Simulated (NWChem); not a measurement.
water (H₂O)

SMILES: O
```xyz
3

O      0.0000     0.0000     0.1226
H      0.7577     0.0000    -0.4905
H     -0.7577     0.0000    -0.4905
```
Charge 0, spin multiplicity 1.

All runs are NWChem calculations. The geometry was optimised at PBE/def2-SVP, a minimum by its harmonic frequencies.

Symmetry labels belong to the abelian group C2v used in the runs, with the axes of the coordinates shown.

B3LYP has NWChem's definition, with VWN1-RPA local correlation.

**Question.** List the lowest 3 singlet excitations that TD-B3LYP/def2-SVPD, VWN1-RPA local correlation gives, with oscillator strengths.

**Answer.** 
```json
[
 {"state": "1", "symmetry": "b2", "energy (eV)": "7.29", "wavelength (nm)": "170", "f": "0.050"},
 {"state": "2", "symmetry": "a2", "energy (eV)": "9.09", "wavelength (nm)": "136", "f": "0.000"},
 {"state": "3", "symmetry": "a1", "energy (eV)": "9.53", "wavelength (nm)": "130", "f": "0.101"}
]
```
